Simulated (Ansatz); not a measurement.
# OF⁺, triplet: the ladder up to UCCSDT(Q)

Geometry: that of the OF⁺, singlet, kept fixed.

```xyz
2

O     0.0000    0.0000    0.0000
F     0.0000    0.0000    1.2083
```

Basis cc-pVDZ; Ansatz 0.2.0. Only valence electrons are correlated (noble-gas cores frozen), which leaves 12 electrons in 26 orbitals. R marks a restricted (for open shells ROHF) determinant, U an unrestricted one. Active spaces: valence = (12e, 8o) chosen from the atoms' valence shells.

Full CI isn't at hand for all of this; UCCSDT(Q) serves as the reference, and is uncertain by about the last step of the cluster series. The frozen core follows each run's orbitals, which can shift R against U totals by a few meV.

For open shells CISD is restricted-active-space CI with the open shells as a complete middle space.

```
UHF ⟨S²⟩                          : 2.022
T1 diagnostic (RCCSD)             : 0.0488
largest doubles amplitude (RCCSD) : 0.074
T1 diagnostic (UCCSD)             : 0.0429
```

```tsv
level	E − E(RHF) (eV)
UHF	-0.3494
RMP2	-9.1469
UMP2	-9.1200
RCCSD	-9.6585
UCCSD	-9.6671
RCCSD(T)	-9.9292
UCCSD(T)	-9.9278
```

Question: Estimate how far UCCSDT(Q) in cc-pVDZ lies from RCCSD(T). The table doesn't fix it; the size of (T) and the diagnostics are the guide.

Answer: UCCSDT(Q) in cc-pVDZ lies 1.57 kcal/mol below RCCSD(T), which is 25 % of the (T) step (-6.24 kcal/mol). T1 is raised, and the rest is a large part of (T). The miss exceeds 1 kcal/mol.

The other levels:

```csv
level,E − E(UCCSDT(Q)) (kcal/mol),share of correlation (%),wall time
CISD,21.67,90.60,1.3 s
BCCD(T),1.60,99.31,0.51 s
RCCSDT,0.81,99.65,–
UCCSDT,0.78,99.66,–
RCCSDT(Q),0.28,99.88,7 s
CASSCF (valence space),170.19,26.18,–
NEVPT2 (valence space),24.91,89.20,0.3 s
MRCISD (valence space),9.82,95.74,–
MRCISD+Q (valence space),1.44,99.38,0.96 s
MRCISD+Q(relaxed) (valence space),0.32,99.86,1.3 s
```

The correlation energy at UCCSDT(Q), counted from RHF, is -9.997 eV. That run took 6 s on 1 thread of Arm Neoverse V2, shared host.

Times hold each run's SCF and search for its determinant on a shared host, so for small cases they say little of a method's own cost; they ran on 1 thread of Arm Neoverse V2. Some runs computed forces too.

Natural occupations of CASSCF (valence space) about the gap: 1.973 1.973 1.944 1.026 1.026 0.062; effectively unpaired electrons, Σ n²(2−n)², 2.03.
